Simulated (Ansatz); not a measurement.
# B₂SiH (doublet): wave-function methods side by side, cc-pVDZ

One table from this session's results is given with a row withheld; the runs are named, their logs left out.

Computed with Ansatz 0.2.0, Gaussian basis. Level: cc-pVDZ, core rule «outside noble gas», up to 7 orbitals frozen.

The runs, in order: UHF; CCSD(T) on ROHF; CCSD(T) on UHF; BCCD(T) on ROHF; CISD as a restricted active space (open shells left free, so some higher excitations enter); CCSDT(Q) on ROHF; CCSDT(Q) on UHF; CASSCF and MRCISD+Q, 9 electrons in 9 orbitals; CASSCF and NEVPT2, 9 electrons in 9 orbitals.

19 further runs of the same task are left out: 5 that didn't finish, 14 set aside as unsound or not needed. Runs told in other sessions of the task aren't counted.

**What is computed**

The geometry is a PBE0/def2-TZVP stationary point (not a proven minimum) of the parent state, kept for this charge and spin.

4 atoms, charge 0, spin multiplicity 2.

Atoms are counted from 1 here; the program's logs count them from 0.

Bond lengths: B1–Si2 1.995 Å, B1–B3 1.731 Å, Si2–B3 1.946 Å, B3–H4 1.188 Å. Angles: Si2–B1–B3 62.5°, B1–Si2–B3 52.1°, B1–B3–Si2 65.4°, B1–B3–H4 134.1°, Si2–B3–H4 160.5°.

The first run:

The input, in.yaml:

```yaml
crystal:
  periodic: [false, false, false]
  atoms:
    - {symbol: B, position_ang: [0.000000, -1.102278, -0.760213]}
    - {symbol: Si, position_ang: [0.000000, 0.151019, 0.792273]}
    - {symbol: B, position_ang: [0.000000, 0.594686, -1.102049]}
    - {symbol: H, position_ang: [0.000000, 1.236325, -2.101784]}
basis:
  gaussian: {orbitals: cc-pVDZ}
magnetization: {spin_polarized: true, initial_magnetization: 1}
hamiltonian: {xc: hf}
output: {orbitals: {seedname: orbitals}}
```

Command:

```bash
ansatz run in.yaml --threads 1 --pin off --events-out ev --progress --plain --max-ram 2393MiB
```

Steps of the session up to this table: UHF; CCSD(T) on ROHF; CCSD(T) on UHF; BCCD(T) on ROHF; CISD as a restricted active space (open shells left free, so some higher excitations enter); CCSDT(Q) on ROHF; CCSDT(Q) on UHF; CASSCF and MRCISD+Q, 9 electrons in 9 orbitals; CASSCF and NEVPT2, 9 electrons in 9 orbitals.

One of the session's tables, all rows but one given; the rest of the session is left out.

```
           method  from RCCSDT(Q) (meV)
             ROHF               +8396.6
              UHF               +7753.6
             RMP2               +1357.1
             UMP2               +1946.3
             CISD               +1573.4
            RCCSD                +682.5
            UCCSD                +707.1
         RCCSD(T)                 +93.8
         UCCSD(T)                +186.9
          BCCD(T)                 +92.0
           RCCSDT                 +61.1
           UCCSDT                 +64.9
        RCCSDT(Q)                     0
        UCCSDT(Q)                 -12.3
  CASSCF frontier                     ?
  NEVPT2 frontier               +1211.0
  MRCISD frontier                +563.0
MRCISD+Q frontier                 +72.5
```

**Question.** Estimate the row for CASSCF frontier.

As computed: from RCCSDT(Q) (meV): +5259.7. In the column «from RCCSDT(Q) (meV)» it lies between UMP2 (+1946.3) and UHF (+7753.6).

Limits of these values: The determinant of HF (⟨S²⟩ 1.52) is far from a pure spin state, so its energy mixes those of several spin states; that is harmless only where they are near-degenerate. The determinant of CCSD(T) (⟨S²⟩ 1.52) is far from a pure spin state, so its energy mixes those of several spin states; high orders of coupled cluster remove much of that, low ones don't. The determinant of CCSDT(Q) (⟨S²⟩ 1.52) is far from a pure spin state, so its energy mixes those of several spin states; high orders of coupled cluster remove much of that, low ones don't. Restricted and unrestricted rows rest on different reference determinants; a gap between their highest levels can come from leftover correlation error, from unlike frozen cores or from another state.
